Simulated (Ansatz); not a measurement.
```yaml
crystal:
  periodic: [false, false, false]
  atoms:
    - {symbol: Hf, position_ang: [0.000000, 0.000000, 0.000000]}
    - {symbol: Cl, position_ang: [0.000000, 0.000000, -2.223153]}
    - {symbol: Cl, position_ang: [0.000000, 0.000000, 2.223153]}
basis:
  gaussian: {orbitals: def2-TZVP}
magnetization: {spin_polarized: true, initial_magnetization: 4}
hamiltonian: {xc: pbe0}
relax: {f_tol: 0.004, max_steps: 80}
```

```sh
$ ansatz run in.yaml --threads 1 --pin off --events-out ev --progress --plain --max-ram 2176MiB
```

Steps of the relaxation (energy above the last step; positions in Å, forces in eV/Å):

```
3
step 1, 846.8 meV
Hf    0.000    0.000    0.000    0.000    0.000    0.000
Cl    0.000    0.000   -2.223    0.000    0.000   -2.776
Cl    0.000    0.000    2.223    0.000    0.000    2.776
```

```
3
step 2, 187.5 meV
Hf    0.000    0.000    0.000    0.000    0.000    0.000
Cl    0.000    0.000   -2.389    0.000    0.000   -1.410
Cl    0.000    0.000    2.389    0.000    0.000    1.410
```

```
3
step 3, 18.8 meV
Hf    0.000    0.000    0.000    0.000    0.000    0.000
Cl    0.000    0.000   -2.487    0.000    0.000   -0.387
Cl    0.000    0.000    2.487    0.000    0.000    0.387
```

```
3
step 5, 0.0 meV
Hf    0.000    0.000    0.000    0.000    0.000    0.000
Cl    0.000    0.000   -2.537    0.000    0.000    0.001
Cl    0.000    0.000    2.537    0.000    0.000   -0.001
```

Close pairs at the end: Hf1–Cl2 2.537 Å, Hf1–Cl3 2.537 Å.

A stationary point of unrestricted PBE0 after 5 steps, with ⟨S²⟩ = 6.006 against 6.00 for a pure state; no frequencies were run, so it isn't proven a minimum. 2.4 min on 1 thread of Intel Xeon 6975P-C, shared host.
